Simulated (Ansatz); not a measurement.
Ansatz (a quantum-chemistry and plane-wave program) input (CCSD(T)/aug-cc-pVDZ):

Ansatz 0.2 input:
```yaml
crystal:
  periodic: [false, false, false]
  atoms:
    - {symbol: H, position_ang: [0.01116471, -0.02286316, 2.10006054]}
    - {symbol: N, position_ang: [0.00552309, 0.00699052, 1.09243157]}
    - {symbol: C, position_ang: [-0.01584127, 1.14164578, 0.26594390]}
    - {symbol: C, position_ang: [0.01804917, -1.10159074, 0.27979305]}
    - {symbol: C, position_ang: [-0.01776430, 0.81027342, -1.07692710]}
    - {symbol: C, position_ang: [0.00437150, -0.63979611, -1.02364815]}
    - {symbol: H, position_ang: [-0.02792192, 2.11063355, 0.75657241]}
    - {symbol: H, position_ang: [0.03526148, -2.09640134, 0.70960952]}
    - {symbol: H, position_ang: [0.00994351, -1.30349671, -1.88423371]}
basis:
  gaussian:
    orbitals: aug-cc-pVDZ
total_charge: -1
magnetization: {spin_polarized: false}
correlation: {method: ccsd_t, electrons: outside_noble_gas}
output: {forces: true}
```

Output:

```
Functional definition: HF
integrals: 0.45 GiB planned
1522 factors; integrals over basis functions are off by at most 6.6e-4 eV
mean field: 0.70 GiB planned
mean field evaluation 1: about -5660.6228 eV, gradient 3.4e1 eV
mean field evaluation 2: about -5660.6290 eV, gradient 3.4e1 eV
mean field evaluation 4: about -5664.3884 eV, gradient 5.6e0 eV
mean field evaluation 8: about -5664.5248 eV, gradient 2.0e-1 eV
mean field evaluation 16: about -5664.5070 eV, gradient 1.3e0 eV
mean field -5664.52511593 eV, -208.1674584575 hartree, gradient 1.2e-6 eV, S^2 0.000000; 0 other end points of the search recorded, 0 dependent functions left out
5 core orbitals not correlated
reference -5664.52511593 eV, -208.1674584575 hartree; 13, 13 occupied and 133, 133 virtual orbitals, 1522 factors
densities: 2.59 GiB planned
second order -20.17886762 eV of doubles, -0.00000000 eV of singles
coupled cluster: 1.36 GiB planned
cycle   1  -19.99719767 eV  change    1.8e-1 eV  update   1.3e-1
cycle   2  -20.57573063 eV  change   -5.8e-1 eV  update   4.0e-2
cycle   3  -20.72304777 eV  change   -1.5e-1 eV  update   2.6e-2
cycle   4  -20.73141396 eV  change   -8.4e-3 eV  update   1.1e-2
cycle   5  -20.72291598 eV  change    8.5e-3 eV  update   8.5e-3
cycle   6  -20.72388414 eV  change   -9.7e-4 eV  update   4.7e-3
cycle   7  -20.72490664 eV  change   -1.0e-3 eV  update   2.4e-3
cycle   8  -20.72401025 eV  change    9.0e-4 eV  update   1.4e-3
cycle   9  -20.72390730 eV  change    1.0e-4 eV  update   6.8e-4
cycle  10  -20.72461107 eV  change   -7.0e-4 eV  update   3.3e-4
cycle  11  -20.72432501 eV  change    2.9e-4 eV  update   2.1e-4
cycle  12  -20.72427770 eV  change    4.7e-5 eV  update   8.6e-5
cycle  13  -20.72430868 eV  change   -3.1e-5 eV  update   5.4e-5
cycle  14  -20.72428693 eV  change    2.2e-5 eV  update   2.4e-5
cycle  15  -20.72431054 eV  change   -2.4e-5 eV  update   1.3e-5
cycle  16  -20.72432015 eV  change   -9.6e-6 eV  update   6.2e-6
cycle  17  -20.72431876 eV  change    1.4e-6 eV  update   3.3e-6
perturbative correction -1.02471952 eV, -0.0376577478 hartree
the calculation of the forces begins
Total energy: -5686.27415421 eV, -208.9667208721 hartree
Atom 0 at     0.011165    -0.022863     2.100061 Å, force     0.001281     0.025115     0.322115 eV/Å
Atom 1 at     0.005523     0.006991     1.092432 Å, force     0.001455     0.073593     0.497675 eV/Å
Atom 2 at    -0.015841     1.141646     0.265944 Å, force    -0.003929     0.491749     0.676328 eV/Å
Atom 3 at     0.018049    -1.101591     0.279793 Å, force     0.010143    -0.524350     0.434381 eV/Å
Atom 4 at    -0.017764     0.810273    -1.076927 Å, force    -0.013801     0.509025    -1.189250 eV/Å
Atom 5 at     0.004372    -0.639796    -1.023648 Å, force    -0.000141    -0.241718    -0.734610 eV/Å
Atom 6 at    -0.027922     2.110634     0.756572 Å, force    -0.005234     0.413861     0.195217 eV/Å
Atom 7 at     0.035261    -2.096401     0.709610 Å, force     0.007848    -0.462789     0.169063 eV/Å
Atom 8 at     0.009944    -1.303497    -1.884234 Å, force     0.002378    -0.284486    -0.370918 eV/Å
Dipole moment:     0.017015    -0.702280     1.247420 e Å
```

It need not be the lowest isomer of its formula. Whether it binds its extra electron was not tested at this geometry.
